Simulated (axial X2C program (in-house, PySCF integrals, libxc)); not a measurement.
**Linear SiOH at several levels**

How do method and spin–orbit coupling move the bonds and stretches of SiOH, held linear?

Program: an in-house X2C program for linear molecules on PySCF integrals. Level of theory: all-electron X2C, two-component (2c) or spin-free, Si dyall-v3z, O dyall-av3z, H dyall-v3z. These are calculated values, not measurements.

All values are calculated.

2 further runs of the same task are left out: 2 set aside as unsound or not needed.

## (1) The job

Input file task.json:

```json
{"zs": [14, 8, 1], "q": 0, "bas": ["dyall-v3z", "dyall-av3z", "dyall-v3z"], "r0": [1.79, 0.96], "symm": 0, "scan": ["PBE0", "HF", "BHandHLYP"], "levels": ["PBE0", "HF", "TPSSh"], "nst": 2}
```

Keys: zs atomic numbers; q charge; bas basis sets; r0 starting distance in Å; symm equal bonds; scan levels of the two-bond scan (MP2 follows by itself at each HF point); levels methods; nst determinants followed.

Launch:

```bash
$ python solin.py task.json out
```

Masses Si 27.977, O 15.995, H 1.008 u.

## (2) Scan at PBE0, 2c

State: Ω = 1/2 (beyond evenly filled blocks: ω = 1/2). Energies above the lowest point, from the job's result record:

| r(Si–O) (Å) | r(O–H) (Å) | E (meV) |
| --- | --- | --- |
| 1.5853 | 0.9262 | 41.61 |
| 1.5853 | 0.9500 | 26.36 |
| 1.5853 | 0.9737 | 42.93 |
| 1.6260 | 0.9262 | 15.76 |
| 1.6260 | 0.9500 | 0.00 |
| 1.6260 | 0.9737 | 16.08 |
| 1.6260 | 0.9975 | 59.25 |
| 1.6666 | 0.9262 | 43.26 |
| 1.6666 | 0.9500 | 26.99 |
| 1.6666 | 0.9737 | 42.58 |
| 1.7073 | 0.9500 | 96.38 |
| 1.7073 | 0.9975 | 153.68 |

A quadratic surface with cubic terms in each bond gives the minimum at 1.624 and 0.949 Å, force constants 5.22, 9.09 and coupling -0.08 mdyn/Å.

## (3) Scan at HF, 2c

State: Ω = 1/2 (beyond evenly filled blocks: ω = 1/2). Energies above the lowest point, from the job's result record:

| r(Si–O) (Å) | r(O–H) (Å) | E (meV) |
| --- | --- | --- |
| 1.5853 | 0.9262 | 0.00 |
| 1.5853 | 0.9500 | 9.70 |
| 1.5853 | 0.9737 | 51.48 |
| 1.6260 | 0.9262 | 0.12 |
| 1.6260 | 0.9500 | 9.30 |
| 1.6260 | 0.9737 | 50.57 |
| 1.6260 | 0.9975 | 119.38 |
| 1.6666 | 0.9262 | 52.68 |
| 1.6666 | 0.9500 | 61.33 |
| 1.6666 | 0.9737 | 102.09 |
| 1.7073 | 0.9500 | 154.79 |
| 1.7073 | 0.9975 | 262.80 |

A quadratic surface with cubic terms in each bond gives the minimum at 1.605 and 0.932 Å, force constants 5.64, 10.2 and coupling -0.09 mdyn/Å.

## (4) Scan at BHandHLYP, 2c

State: Ω = 1/2 (beyond evenly filled blocks: ω = 1/2). Energies above the lowest point, from the job's result record:

| r(Si–O) (Å) | r(O–H) (Å) | E (meV) |
| --- | --- | --- |
| 1.5853 | 0.9262 | 16.96 |
| 1.5853 | 0.9500 | 13.04 |
| 1.5853 | 0.9737 | 40.78 |
| 1.6260 | 0.9262 | 4.41 |
| 1.6260 | 0.9500 | 0.00 |
| 1.6260 | 0.9737 | 27.26 |
| 1.6260 | 0.9975 | 81.56 |
| 1.6666 | 0.9262 | 44.40 |
| 1.6666 | 0.9500 | 39.49 |
| 1.6666 | 0.9737 | 66.27 |
| 1.7073 | 0.9500 | 120.62 |
| 1.7073 | 0.9975 | 200.25 |

A quadratic surface with cubic terms in each bond gives the minimum at 1.614 and 0.941 Å, force constants 5.4, 9.53 and coupling -0.08 mdyn/Å.

## (5) The levels side by side

| level | r(Si–O) (Å) | r(O–H) (Å) | lower stretch (cm⁻¹) | upper stretch (cm⁻¹) |
| --- | --- | --- | --- | --- |
| PBE0, 2c | 1.624 | 0.949 | 913.5 | 4040.1 |
| HF, 2c | 1.605 | 0.932 | 950.3 | 4283.4 |
| BHandHLYP, 2c | 1.614 | 0.941 | 929.5 | 4137.0 |
| MP2, 2c | 1.632 | 0.952 | 902.6 | 4009.9 |
| PBE0, spin-free | 1.624 | 0.949 | 913.6 | 4040.0 |
| HF, spin-free | 1.605 | 0.932 | 950.4 | 4283.5 |
| BHandHLYP, spin-free | 1.614 | 0.941 | 929.6 | 4136.9 |
| MP2, spin-free | 1.632 | 0.952 | 902.8 | 4009.8 |

Scans not shown above were run alike.

In words: Over the levels the Si–O bond spans 1.605 to 1.632 Å and the O–H bond 0.932 to 0.952 Å. At PBE0 spin–orbit coupling leaves both bonds unchanged to 0.001 Å. Each state is one determinant, the lowest of a limited PBE0 search; the stretches come from a fit to few points and are good to some per cent at best. MP2 freezes inner shells (threshold -2 hartree). The molecule was held linear; bending was not examined, so a bent shape may lie lower. Note: functional without a current term on a determinant with orbital currents, of the molecule or an atom.
